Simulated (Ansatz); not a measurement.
Input for Ansatz (an electronic-structure program): R-PBE/def2-TZVPPD on C2H2 (SMILES C#C) with ghost functions. Files ending in .json are basis or fitting sets from the Basis Set Exchange.

Ansatz 0.2 input:
```yaml
crystal:
  periodic: [false, false, false]
  atoms:
    - {symbol: H, position_ang: [-0.00000000, -1.66786500, -1.75000000]}
    - {symbol: H, position_ang: [0.00000000, 1.66786500, -1.75000000]}
    - {symbol: C, position_ang: [-0.00000000, -0.60339700, -1.75000000]}
    - {symbol: C, position_ang: [0.00000000, 0.60339700, -1.75000000]}
basis:
  gaussian:
    orbitals: def2-TZVPPD.json
    ghost_atoms:
      - {symbol: H, position_ang: [-0.00000000, -1.66786500, 1.75000000]}
      - {symbol: H, position_ang: [0.00000000, 1.66786500, 1.75000000]}
      - {symbol: C, position_ang: [-0.00000000, -0.60339700, 1.75000000]}
      - {symbol: C, position_ang: [0.00000000, 0.60339700, 1.75000000]}
hamiltonian:
  xc: {name: PBE}
scf: {lower_state_search: off}
```

It printed:

```
Functional definition: PBE
[...]
these checks for a lower state are left out or cut short: stability, starts, cluster_reference, orbital_swaps, neighbouring_geometries, increment
integrals: 0.08 GiB planned
882 factors; their error is unknown
mean field: 0.80 GiB planned
mean field evaluation 1: about -2096.0888 eV, gradient 4.9e1 eV
mean field evaluation 2: about -2089.6432 eV, gradient 6.8e1 eV
mean field evaluation 4: about -2102.1626 eV, gradient 5.4e-1 eV
mean field evaluation 8: about -2102.1485 eV, gradient 7.4e-3 eV
mean field evaluation 16: about -2102.1485 eV, gradient 7.6e-6 eV
mean field -2102.14851048 eV, -77.2525328725 hartree, gradient 7.6e-6 eV, S^2 0.000000; 0 other end points of the search recorded, 0 dependent functions left out
reference -2102.14854818 eV, -77.2525342582 hartree; 7, 7 occupied and 209, 209 virtual orbitals, 882 factors
Total energy: -2102.14854818 eV, -77.2525342582 hartree
Checks for a lower state left out: stability, starts, cluster_reference, orbital_swaps, neighbouring_geometries, increment
```

The run converged.

Cost: roughly 2.2 core-seconds.
